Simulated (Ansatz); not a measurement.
## Lead, fcc: convergence with Gaussian smearing

Computed with Ansatz, PBE, scalar-relativistic PAW, on the relaxed cell (a = 5.035 Å; spin not included). Errors count from a run at 420 eV on a Γ-centred 18×18×18 mesh with Fermi-Dirac smearing of 0.1 eV, extrapolated to zero width. Fixed here: cutoff 420 eV, mesh 11×11×11. The SCF starts from atomic densities corrected by a trained network.

```
width (eV)  E(σ→0) error (meV/atom)  F error (meV/atom)  P (GPa)  SCF iterations
      0.01                     -4.2                -4.2    -0.12               6
      0.03                     -4.3                -4.4    -0.12               6
       0.1                     -4.4                -5.1    -0.10               6
       0.2                     -3.6                -7.9    -0.04               6
       0.3                     -2.6               -13.8     0.04               6
       0.6                     -0.9               -49.7     0.26               6
```

Problem. What does the run at 1.0 give (width)?

Solution. E(σ→0) error (meV/atom): 0.1; F error (meV/atom): -136.7; P (GPa): 0.62; SCF iterations: 6.
